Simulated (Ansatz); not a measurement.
Zinc-blende MgS (metastable phase), treated with B3LYP (VWN-RPA form) in Ansatz (plane waves, PAW).

Numerical settings: plane-wave cutoff 460 eV, 8×8×8 k mesh, Fermi–Dirac smearing 0.01 eV, scalar-relativistic PAW data made under PBE.

The direct gap at Γ against volume; x = 100 ln(V/23.146 Å³). One gap is withheld.

| V (Å³/atom) | x | gap (eV) |
|---|---|---|
| 21.989 | -5.13 | ? |
| 22.678 | -2.04 | 4.984 |
| 23.146 | 0.00 | 4.870 |
| 23.724 | 2.47 | 4.734 |
| 24.303 | 4.88 | 4.604 |

**Question.** Fit a straight line to the rows shown, give the volume deformation potential and predict the withheld gap.

**Answer.** Means of the 4 rows: x̄ = 1.328, ȳ = 4.7980 eV. Σ(x − x̄)(y − ȳ) = -1.4842 and Σ(x − x̄)² = 27.028, so the slope is -0.0549 eV per unit of x, and dE_g/d ln V = -5.5 eV. At x = -5.13: 4.7980 + (-0.0549) × (-5.13 − (1.328)) = 5.153 eV. The run gives 5.160 eV, 0.007 eV above the line, as the curve bends the same way over all rows.

Measured, for comparison: band gap 4.78 ± 0.1 eV (temperature not stated, extrapolated in composition from an alloy gap of 4.19 eV, direct; extrapolated from a Zn0.2Mg0.8S0.645Se0.355 epilayer; as tabulated in Lucero et al. (2012), arXiv:1111.4515).

Ansatz is a quantum-chemistry and plane-wave program.
